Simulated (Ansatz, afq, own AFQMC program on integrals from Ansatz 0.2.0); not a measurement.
## Where AFQMC and coupled cluster stand for BO, doublet

```xyz
2

B     0.0000    0.0000    0.0000
O     0.0000    0.0000    1.3350
```

Basis 6-31G. Noble-gas cores (and the filled d shells of Ga–Kr and In–Xe) are frozen. Integrals, coupled cluster, full CI and functionals: Ansatz 0.2.0; the random walks run on the same integrals in our own AFQMC program. ph-AFQMC/CISD is guided by a CISD state made of CCSD amplitudes; releasing the constraint for a short imaginary time cuts its bias at the price of noise, slowly where states lie close. ± is one standard error of the sampling.

Determinant: UHF, the one that the program's search chose, which needn't be the lowest solution. The geometry is a point of a scan.

Full CI on the same integrals is exact in this basis and with this determinant's frozen core.

Cautions: strong correlation (T1 0.052, weight of the determinant 0.87, largest double 0.09); unrestricted determinant spin contaminated (⟨S²⟩ 0.95 against 0.75).

The T1 diagnostic is 0.0516 and the weight of the determinant in the CISD state is 0.868. The ⟨S²⟩ of the determinant is 0.954 and the size of the correlated space is 9 electrons in 16 orbitals.

| level | correlation energy (eV) |
| --- | --- |
| MP2 | -4.9756 |
| CCSD | -5.0624 |
| CCSD(T) | -5.2934 |

Q: Estimate where phaseless AFQMC with the Hartree–Fock trial lies against CCSD(T) on the same integrals.

A: 4.57 ± 1.18 mEh below CCSD(T).

Reference: full CI, correlation energy -5.377 eV. The released energy is read at 2.40 1/Eh (meV from the phaseless value at times in 1/Eh: -6 ± 3 at 0.24, -11 ± 3 at 0.51, -18 ± 3 at 0.99, -29 ± 5 at 1.62, -25 ± 4 at 2.40).

| level | E − E(reference) (mEh) | share of correlation (%) |
| --- | --- | --- |
| CCSD(T) | 3.08 | 98.44 |
| CCSDT | 0.55 | 99.72 |
| CCSDT(Q) | -0.69 | 100.35 |
| CCSDTQ | -0.07 | 100.04 |
| ph-AFQMC/HF | -1.49 ± 1.18 | 100.75 |
| ph-AFQMC/CISD | 1.05 ± 0.14 | 99.47 |
| released AFQMC | 0.12 ± 0.16 | 99.94 |

CCSDT and higher add their correlation energy to the determinant of the CCSD(T) run, since their own runs factorise the integrals more tightly (a shift of under 2 meV). A walk keeps the symmetry of its determinant, which the program's search chose and which needn't be the lowest solution, so a lower state of the same spin and another symmetry isn't excluded. Released energies are given only where the last usable release times agree within the noise; a slower fall can still hide under it.
